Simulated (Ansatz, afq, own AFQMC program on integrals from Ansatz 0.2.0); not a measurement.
## AFQMC, coupled cluster and functionals along a coordinate of SiH4 + O, triplet

```yaml
atoms:
  - { symbol: Si, position_ang: [-1.0438, 0.0000, 0.0000] }
  - { symbol: H, position_ang: [-1.5386, 1.3997, 0.0000] }
  - { symbol: H, position_ang: [-1.5386, -0.6999, 1.2122] }
  - { symbol: H, position_ang: [-1.5386, -0.6999, -1.2122] }
  - { symbol: H, position_ang: [0.4409, 0.0000, 0.0000] }
  - { symbol: O, position_ang: [2.0952, 0.0000, 0.0000] }
```

A hydrogen atom is moved from one rigid fragment to the other; the Si1–H5 distance tells how far. The two fragments are held close together, so this isn't a minimum-energy path and the start is a compressed complex. Energies in mEh count from this geometry (1.485 Å) at the same level; the start stands on UHF, each point on the determinant named.

Basis cc-pVTZ. Noble-gas cores (and the filled d shells of Ga–Kr and In–Xe) are frozen. Integrals, coupled cluster, full CI and functionals: Ansatz 0.2.0; the random walks run on the same integrals in our own AFQMC program. ph-AFQMC/CISD is guided by a CISD state made of CCSD amplitudes; releasing the constraint for a short imaginary time cuts its bias at the price of noise, slowly where states lie close. Error bars are statistical, one sigma.

Cautions, each for one point or more: lower spins were not checked; the ph-AFQMC/CISD walk drifts between its halves; unrestricted determinant slightly spin contaminated.

```csv
r(Si1–H5) / Å,det.,T1,weight,⟨S²⟩,PBE0,B2PLYP,CCSD(T)
1.674,UHF,0.023,0.86,2.04,1.6,4.7,6.9
1.769,UHF,0.025,0.86,2.06,1.8,5.9,8.9
1.864,UHF,0.024,0.86,2.07,-1.5,2.7,6.0
1.959,UHF†,0.018,0.87,2.05,-8.5,-4.8,-1.9
2.149,UHF†,0.013,0.88,2.02,-21.0,-18.4,-16.9
```

Question: Estimate the curve of phaseless AFQMC with a CISD trial, counted from the same start.

Answer: 
| r(Si1–H5) / Å | det. | T1 | weight | ⟨S²⟩ | ph-AFQMC/CISD | released AFQMC |
| --- | --- | --- | --- | --- | --- | --- |
| 1.674 | UHF | 0.023 | 0.86 | 2.04 | 6.9 ± 0.2 | – |
| 1.769 | UHF | 0.025 | 0.86 | 2.06 | 8.8 ± 0.2 | – |
| 1.864 | UHF | 0.024 | 0.86 | 2.07 | 6.1 ± 0.2 | 5.7 ± 0.4 |
| 1.959 | UHF† | 0.018 | 0.87 | 2.05 | -2.5 ± 0.3 | -2.3 ± 0.4 |
| 2.149 | UHF† | 0.013 | 0.88 | 2.02 | -17.3 ± 0.3 | -17.2 ± 0.3 |

Weight is that of the determinant in the CISD state; at the start T1 is 0.016 and the weight 0.88, and ⟨S²⟩ is 2.01. A dagger marks points whose determinant fills other symmetries than the start's, so the wave-function levels may follow another state there, or a degenerate partner. A dash marks a missing value, a released energy that hasn't settled or a functional that sits on another state. Largest departures from phaseless AFQMC with a CISD trial: CCSD(T) 0.6 mEh at 1.959 (on UHF), released AFQMC -0.4 mEh at 1.864 (on UHF) (within the noise), PBE0 -7.7 mEh at 1.864, B2PLYP -3.4 mEh at 1.864. The walk's constraint bias lies outside its error bars, so these are departures and not errors. Functionals count only at points shown to share the start's state and spin.

A walk keeps the symmetry of its determinant, which the program's search chose and which needn't be the lowest solution, so a lower state of the same spin and another symmetry isn't excluded. Released energies are given only where the last usable release times agree within the noise; a slower fall can still hide under it.
